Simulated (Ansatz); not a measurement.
Relaxation of H$_{8}$NPSi (11 atoms, charge 0, multiplicity 1), to a largest force component of 0.03 eV/Å in at most 50 steps.

Theory: RKS BHLYP-D4/def2-SVP in Ansatz.

```xyz
11
Properties=species:S:1:pos:R:3
Si 0.165 -0.127 0.450
H 2.713 0.172 -0.477
H 0.958 -1.375 0.397
H 0.931 0.969 1.084
N -1.207 -0.422 1.451
H 2.447 0.348 -1.100
P -0.181 0.473 -1.649
H -1.793 -1.226 1.297
H -1.744 0.349 1.813
H -1.194 1.416 -1.341
H -1.094 -0.577 -1.925
```

Q: Where does it end, and by what steps?

A: The forces met the threshold. After 7 steps the energy has fallen by 0.194 eV; H2 moved furthest, 0.73 Å.

```tsv
step	energy less start (eV)	largest force component (eV/Å)	accepted
0	0.0000	2.066	yes
1	-0.1530	0.268	yes
2	-0.1835	0.152	yes
3	-0.1909	0.100	yes
4	-0.1930	0.134	yes
5	-0.1933	0.077	yes
6	-0.1471	1.424	no
7	-0.1945	0.011	yes
```

```xyz
11
Properties=species:S:1:pos:R:3
Si 0.035 -0.146 0.526
H 3.399 0.241 -0.715
H 0.838 -1.388 0.477
H 0.803 0.960 1.141
N -1.345 -0.444 1.512
H 2.863 0.383 -1.226
P -0.285 0.461 -1.643
H -1.900 -1.271 1.372
H -1.915 0.322 1.831
H -1.267 1.443 -1.354
H -1.228 -0.561 -1.920
```

Whether the end is a true minimum wasn't checked by a vibrational analysis.

The run took 12 s on 2 threads of Intel(R) Xeon(R) Platinum 8488C (Sapphire Rapids), with other jobs on the host, peak memory 0.2 GiB.
